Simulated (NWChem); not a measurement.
Correlation energy of O (-1)

SMILES: [O-]
```xyz
1

O      0.0000     0.0000     0.0000
```
Charge -1, spin multiplicity 2.

Everything below was run with NWChem.

Basis set: def2-TZVPD. Each correlation energy counts from its own Hartree-Fock reference.

```csv
method,correlation energy (mHa)
UMP2,-213.6
SCS-UMP2,-210.2
CCSD on UHF,-221.9
CCSD[T] on UHF,-231.3
CCSD(T) on UHF,-230.3
CCSD on ROHF,-226.9
CCSD[T] on ROHF,-237.0
CCSD(T) on ROHF,-235.8
```

The values span 26.8 mHa, from CCSD[T] on ROHF (lowest) to SCS-UMP2 (highest). 

The correlated methods keep 1 core orbital frozen. The stability of the SCF solutions was not checked. Open-shell Hartree-Fock references start from PBE0 orbitals. No row is a measurement; the coupled-cluster row has its own basis-set and correlation limits.
